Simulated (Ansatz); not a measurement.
# SiClO (quartet): from Hartree-Fock to the top rungs at a displaced geometry (v2), cc-pVDZ

One table from this session's results is given with a row withheld; the runs are named, their logs left out.

The runs use Ansatz 0.2.0, Gaussian basis; cc-pVDZ, core rule «outside noble gas», up to 11 orbitals frozen.

Plan: UHF; CCSD(T) on ROHF; CCSD(T) on UHF; BCCD(T) on ROHF; CISD; CCSDT(Q) on ROHF; CCSDT(Q) on UHF.

34 further runs of the same task are left out: 8 for a known fault of the program, 1 for a mislabelled method, 9 that didn't finish, 16 set aside as unsound or not needed.

### The system

The geometry is a PBE0/def2-TZVP stationary point (not a proven minimum) with its atoms shifted at random (size 0.100 Å).

3 atoms, charge 0, spin multiplicity 4.

Atoms are counted from 1 here; the program's logs count them from 0.

Bond lengths: Cl1–Si3 2.242 Å, O2–Si3 1.943 Å. Angles: Cl1–Si3–O2 65.0°.

Coordinates:

```xyz
3
ClOSi
Cl    0.0643   -0.0978    1.1284
O    -0.1005    1.2891   -0.6527
Si   -0.0239   -0.6108   -1.0526
```

Set-up of the first run:

in.yaml

```yaml
crystal:
  periodic: [false, false, false]
  atoms:
    - {symbol: Cl, position_ang: [0.064328, -0.097846, 1.128424]}
    - {symbol: O, position_ang: [-0.100546, 1.289080, -0.652748]}
    - {symbol: Si, position_ang: [-0.023925, -0.610833, -1.052587]}
basis:
  gaussian: {orbitals: cc-pVDZ}
magnetization: {spin_polarized: true, initial_magnetization: 3}
hamiltonian: {xc: hf}
output: {orbitals: {seedname: orbitals}}
```

The run is started by

```
$ ansatz run in.yaml --threads 1 --pin off --events-out ev --progress --plain --max-ram 2393MiB
```

Steps of the session up to this table: UHF; CCSD(T) on ROHF; CCSD(T) on UHF; BCCD(T) on ROHF; CISD; CCSDT(Q) on ROHF; CCSDT(Q) on UHF.

One table of the session follows, with a row left open; its other results are not shown here.

```
   method  from RCCSDT(Q) (kcal/mol)
     ROHF                    +247.79
      UHF                    +238.36
     RMP2                          ?
     UMP2                     +39.13
     CISD                     +37.44
    RCCSD                      +9.64
    UCCSD                      +9.36
 RCCSD(T)                      +2.09
 UCCSD(T)                      +2.15
  BCCD(T)                      +2.24
   RCCSDT                      +0.76
   UCCSDT                      +0.75
RCCSDT(Q)                          0
UCCSDT(Q)                      -0.24
```

Q: Estimate the row for RMP2 from the others.

The run gave: from RCCSDT(Q) (kcal/mol): +39.91. In the column «from RCCSDT(Q) (kcal/mol)» it lies between UMP2 (+39.13) and UHF (+238.36).

Limits of these values: Restricted and unrestricted rows rest on different reference determinants; where their highest levels disagree by more than a few hundredths of an eV, they describe different states and don't form one ladder.
